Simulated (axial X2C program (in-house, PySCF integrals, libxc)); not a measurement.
Spectroscopic constants of B₂⁻

Computed with an axial X2C code built on PySCF integrals. Spin-free means the one-electron spin-free X2C Hamiltonian; two-component (2c) means X2C with spin–orbit coupling and atomic mean-field two-electron Coulomb and Gaunt terms, so the difference of the two also holds small scalar two-electron terms. Basis: B dyall-av3z [8s7p3d2f] (cores contracted in-house); Gaussian nuclei, density fitting, unrestricted open shells. Masses: B 11.009 u.

State, spin-free: M_S = 3/2, Λ = 0 (beyond evenly filled blocks: σα, π+α, π-α); electrons by block: σα: 5, σβ: 4, π+α: 1, π-α: 1. Fragments: B- + B.

State, 2c: Ω = 3/2 (⟨Sz⟩ = 1.50, ⟨Lz⟩ = 0.00 at PBE0); electrons by block: 1/2: 5, -1/2: 5, 3/2: 1. Fragments: B- + B.

```tsv
Hamiltonian	level	Re (Å)	ωe (cm⁻¹)	Be (cm⁻¹)	αe (cm⁻¹)	De (eV)	D0 (eV)	k (mdyn/Å)
2c	PBE0	1.621	1007.2	1.165	0.0134	4.65	4.59	3.29
2c	HF	1.613	1015.0	1.177	0.0133	3.32	3.26	3.34
2c	MP2	1.627	1054.1	1.157	0.0127	4.65	4.58	3.6
2c	CCSD	1.629	1007.1	1.154	0.0132	4.26	4.20	3.29
2c	CCSD(T)	1.635	997.0	1.146	0.0132	4.47	4.41	3.22
2c	PBEsol	1.630	983.6	1.152	0.0137	5.03	4.97	3.14
```

Spin-free values that have a 2c row agree with it to the digits that matter (0.001 Å, 0.01 eV) and are not repeated.

Correlated methods: 7 electrons correlated (number of frozen shells: B 1 s), 217 virtual spin orbitals or spinors in MP2, 90 natural virtuals in coupled cluster.

Occupations by symmetry block were frozen at the best pattern of an incomplete PBE0 search. De is counted from the lowest determinant-based energies of the atoms at the same level, without counterpoise correction. Density functionals use the spin component along the axis (collinear). CCSD and (T) use frozen natural virtuals with an MP2 correction for the truncation; (T) itself is uncorrected, so its De runs slightly low. In 2c an atomic determinant is not the ground J level, so De misses part of the atomic spin–orbit lowering. This holds for PBE0, MP2, CCSD, CCSD(T), PBEsol. Other states lie close and PBE0, whose exact exchange favours high spin, may order them wrongly; the determinant shown need not be the ground state. The nearest other 2c determinant of the search, Ω = 1/2, lies 0.26 eV up at the distance of the search. Without a current term, density functionals place determinants with orbital angular momentum somewhat too high. With several unpaired electrons one determinant need not be a pure state. The highest occupied level of some functionals is positive through self-interaction error; at Hartree–Fock it is bound. This is the top spin component of a Σ state; components of lower Ω are not single determinants and can lie lower. The determinant is spin-polarised beyond a pure state at some levels (its spin-free form has ⟨S²⟩ too high), which makes Re and μ there less reliable. Hartree–Fock gets electron affinities wrong, so its lowest charge split need not be the true one.

Rough cost a point (2c) on 1 thread(s) of a shared host, integrals apart: PBE0 0.18 s, HF 0.08 s, CCSD(T) 1.8 s, PBEsol 0.14 s.

The whole task took 45 s on 1 thread of Arm Neoverse V2, with other jobs on the host.
